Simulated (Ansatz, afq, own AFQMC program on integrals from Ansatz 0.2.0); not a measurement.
# GeH2⁺, doublet: AFQMC among the cluster methods

```yaml
atoms:
  - { symbol: Ge, position_ang: [0.0000, -0.0208, 0.0000] }
  - { symbol: H, position_ang: [0.0000, 0.7490, -1.3344] }
  - { symbol: H, position_ang: [0.0000, 0.7490, 1.3344] }
```

Basis aug-cc-pVDZ. Noble-gas cores (and the filled d shells of Ga–Kr and In–Xe) are frozen. Ansatz 0.2.0 and our own AFQMC program on the same integrals; the CISD trial comes from CCSD amplitudes, and released means the phaseless constraint is let go. Free projection: walkers drawn from exp(T), propagated without any constraint. Its projection time is finite, and what remains of the start isn't in its error. ± is one standard error of the sampling. No spin–orbit coupling.

Determinant: UHF, the one that the program's search chose, which needn't be the lowest solution. The geometry is a PBE0/def2-TZVP stationary point of this or a neighbouring charge and spin state.

Full CI on the same integrals is exact in this basis and with this determinant's frozen core.

Cautions: no relativity below Rb; no spin-orbit coupling; inner d shell frozen.

The T1 diagnostic is 0.0137, the weight of the determinant in the CISD state is 0.944 and the ⟨S²⟩ of the determinant is 0.757. The size of the correlated space is 5 electrons in 40 orbitals.

```json
{"level": "MP2", "correlation energy (eV)": "-1.6594"}
{"level": "CCSD", "correlation energy (eV)": "-2.2148"}
{"level": "CCSD(T)", "correlation energy (eV)": "-2.2531"}
```

(1) Estimate where phaseless AFQMC with the Hartree–Fock trial lies against CCSD(T) on the same integrals.

(1) 0.38 ± 0.35 mEh above CCSD(T). The gap is under twice the noise, so this walk alone can't tell the two apart.

Reference: full CI, correlation energy -2.268 eV. The released energy is read at 2.40 1/Eh (meV from the phaseless value at times in 1/Eh: -1.5 ± 0.6 at 0.24, -2.3 ± 0.4 at 0.51, -2.8 ± 0.4 at 0.99, -3.5 ± 0.5 at 1.62, -4.4 ± 0.5 at 2.40).

```json
{"level": "CCSD(T)", "E − E(reference) (mEh)": "0.54", "share of correlation (%)": "99.35"}
{"level": "CCSDT", "E − E(reference) (mEh)": "0.02", "share of correlation (%)": "99.97"}
{"level": "CCSDT(Q)", "E − E(reference) (mEh)": "0.00", "share of correlation (%)": "100.00"}
{"level": "CCSDTQ", "E − E(reference) (mEh)": "0.00", "share of correlation (%)": "100.00"}
{"level": "ph-AFQMC/HF", "E − E(reference) (mEh)": "0.92 ± 0.35", "share of correlation (%)": "98.90"}
{"level": "ph-AFQMC/CISD", "E − E(reference) (mEh)": "0.17 ± 0.02", "share of correlation (%)": "99.80"}
{"level": "released AFQMC", "E − E(reference) (mEh)": "0.01 ± 0.02", "share of correlation (%)": "99.99"}
{"level": "free AFQMC", "E − E(reference) (mEh)": "0.02 ± 0.02", "share of correlation (%)": "99.97"}
```

CCSDT and higher add their correlation energy to the determinant of the CCSD(T) run, since their own runs factorise the integrals more tightly (a shift of under 2 meV). Free projections are given only where their last times agree within the noise and don't stop above the reference; a slow remainder of the start can still hide under it. A walk keeps the symmetry of its determinant, which the program's search chose and which needn't be the lowest solution, so a lower state of the same spin and another symmetry isn't excluded. Released energies are given only where the last usable release times agree within the noise; a slower fall can still hide under it.
